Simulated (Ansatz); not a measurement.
# CHOSi (quartet): from Hartree-Fock to the top rungs at a displaced geometry (v2), cc-pVDZ

One table from this session's results is given with a row withheld; the runs are named, their logs left out.

Computed with Ansatz 0.2.0, Gaussian basis. Level: cc-pVDZ, core rule «outside noble gas», up to 7 orbitals frozen.

Plan: UHF; CCSD(T) on ROHF; CCSD(T) on UHF; BCCD(T) on ROHF; CISD as a restricted active space (open shells left free, so some higher excitations enter); CCSDT(Q) on ROHF; CCSDT(Q) on UHF.

26 further runs of the same task are left out: 14 that didn't finish, 12 set aside as unsound or not needed. Runs told in other sessions of the task aren't counted.

**What is computed**

The geometry is a PBE0/def2-TZVP stationary point (not a proven minimum) with its atoms shifted at random (size 0.100 Å).

4 atoms, charge 0, spin multiplicity 4.

Atoms are counted from 1 here; the program's logs count them from 0.

Bond lengths: C1–O2 1.265 Å, O2–Si3 1.703 Å, Si3–H4 1.440 Å. Angles: C1–O2–Si3 139.4°, O2–Si3–H4 116.5°.

As a file:

```
C     0.08969    0.34392    1.71706
O    -0.07518   -0.29290    0.63677
Si    0.00144   -0.02841   -1.04407
H     0.08455    1.34293   -1.47625
```

Set-up of the first run:

The input, in.yaml:

```yaml
crystal:
  periodic: [false, false, false]
  atoms:
    - {symbol: C, position_ang: [0.089692, 0.343918, 1.717058]}
    - {symbol: O, position_ang: [-0.075182, -0.292904, 0.636773]}
    - {symbol: Si, position_ang: [0.001438, -0.028413, -1.044065]}
    - {symbol: H, position_ang: [0.084547, 1.342932, -1.476252]}
basis:
  gaussian: {orbitals: cc-pVDZ}
magnetization: {spin_polarized: true, initial_magnetization: 3}
hamiltonian: {xc: hf}
output: {orbitals: {seedname: orbitals}}
```

Command:

```bash
> ansatz run in.yaml --threads 1 --pin off --events-out ev --progress --plain --max-ram 2393MiB
```

Steps of the session up to this table: UHF; CCSD(T) on ROHF; CCSD(T) on UHF; BCCD(T) on ROHF; CISD as a restricted active space (open shells left free, so some higher excitations enter); CCSDT(Q) on ROHF; CCSDT(Q) on UHF.

One of the session's tables, all rows but one given; the rest of the session is left out.

```
   method  from UCCSDT(Q) (kcal/mol)
     ROHF                    +234.21
      UHF                    +230.40
     RMP2                     +27.46
     UMP2                     +27.59
     CISD                     +29.85
    RCCSD                      +8.59
    UCCSD                          ?
 RCCSD(T)                      +1.44
 UCCSD(T)                      +1.44
  BCCD(T)                      +1.31
   RCCSDT                      +0.68
   UCCSDT                      +0.66
RCCSDT(Q)                      +0.12
UCCSDT(Q)                          0
```

Estimate the missing values for UCCSD.

**Answer.** from UCCSDT(Q) (kcal/mol): +8.52. In the column «from UCCSDT(Q) (kcal/mol)» it lies between UCCSD(T) (+1.44) and RCCSD (+8.59).

To keep in mind: Restricted and unrestricted rows rest on different reference determinants; a gap between their highest levels can come from leftover correlation error, from unlike frozen cores or from another state.
